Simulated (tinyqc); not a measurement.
Inside a calculation. Method: extended Hueckel theory, for LiH. One step of it, computed by the program tinyqc.

Problem. Wolfsberg-Helmholz matrix. H_ij = K' S_ij (H_ii + H_jj)/2 for i != j (the diagonal keeps H_ii), with K' = 2.

overlap S:
```
,1Li 2s,1Li 2px,1Li 2py,1Li 2pz,2H 1s
1Li 2s,1.000000,0.000000,0.000000,0.000000,0.365224
1Li 2px,0.000000,1.000000,0.000000,0.000000,0.000000
1Li 2py,0.000000,0.000000,1.000000,0.000000,0.000000
1Li 2pz,0.000000,0.000000,0.000000,1.000000,0.483794
2H 1s,0.365224,0.000000,0.000000,0.483794,1.000000
```

diagonal H_ii (eV): 1Li 2s -5.400000, 1Li 2px -3.500000, 1Li 2py -3.500000, 1Li 2pz -3.500000, 2H 1s -13.600000

K = 2.000000

Give: H.

Solution.

H (eV):
```
,1Li 2s,1Li 2px,1Li 2py,1Li 2pz,2H 1s
1Li 2s,-5.4000,0.0000,0.0000,0.0000,-6.9393
1Li 2px,0.0000,-3.5000,0.0000,0.0000,0.0000
1Li 2py,0.0000,0.0000,-3.5000,0.0000,0.0000
1Li 2pz,0.0000,0.0000,0.0000,-3.5000,-8.2729
2H 1s,-6.9393,0.0000,0.0000,-8.2729,-13.6000
```
